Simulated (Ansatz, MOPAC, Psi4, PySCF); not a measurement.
Species: OF$_{2}$, charge 0, multiplicity 1. SMILES: FOF
Geometry: optimised at B3LYP-D3(BJ)/def2-TZVP (Ansatz, an electronic-structure program).

Wanted: vertical ionisation energy to the doublet, in eV. Terms: frozen cores in correlated levels; 6-311+G** with 5d; UHF or UKS for open shells; dispersion terms only where a functional's name holds one; non-relativistic; 6-31G* and kin with 6d, 5d where marked; each state is the SCF solution reached for its charge and spin; spin-orbit terms left out. First-principles rows: single points at B3LYP-D3(BJ) geometries (Ansatz). Semi-empirical rows: differences of heats of formation at the shared geometry for vertical values. A UHF reference is markedly spin-contaminated in at least one set, which strains HF and MP2. The Hartree-Fock reference of FOF is unstable towards a lower, spin-broken solution.

```json
[
 {"level": "AM1", "program": "MOPAC", "vertical ionisation energy to the doublet (eV)": "12.90"},
 {"level": "PM3", "program": "MOPAC", "vertical ionisation energy to the doublet (eV)": "13.24"},
 {"level": "HF/6-31G*", "program": "Ansatz", "vertical ionisation energy to the doublet (eV)": "12.43"},
 {"level": "PBE/6-311+G**", "program": "Ansatz", "vertical ionisation energy to the doublet (eV)": "12.83"},
 {"level": "B3LYP/6-31G*", "program": "Ansatz", "vertical ionisation energy to the doublet (eV)": "12.97"},
 {"level": "B3LYP/6-311+G**", "program": "Ansatz", "vertical ionisation energy to the doublet (eV)": "13.53"},
 {"level": "M06-2X/6-31G* (5d)", "program": "PySCF", "vertical ionisation energy to the doublet (eV)": "13.48"},
 {"level": "wB97X-D/6-31G*", "program": "Psi4", "vertical ionisation energy to the doublet (eV)": "13.14"},
 {"level": "MP2/6-31G*", "program": "Ansatz", "vertical ionisation energy to the doublet (eV)": "14.79"},
 {"level": "B3LYP/def2-TZVPD", "program": "Ansatz", "vertical ionisation energy to the doublet (eV)": "13.31"}
]
```

No value to compare with is used here. The 9 habitual levels span 12.43 (HF/6-31G*) to 14.79 eV (MP2/6-31G*); B3LYP/def2-TZVPD gives 13.31.

The levels are drawn from those run, B3LYP/6-31G* more often than the rest, none by its result; runs whose electronic state is in doubt are left out.
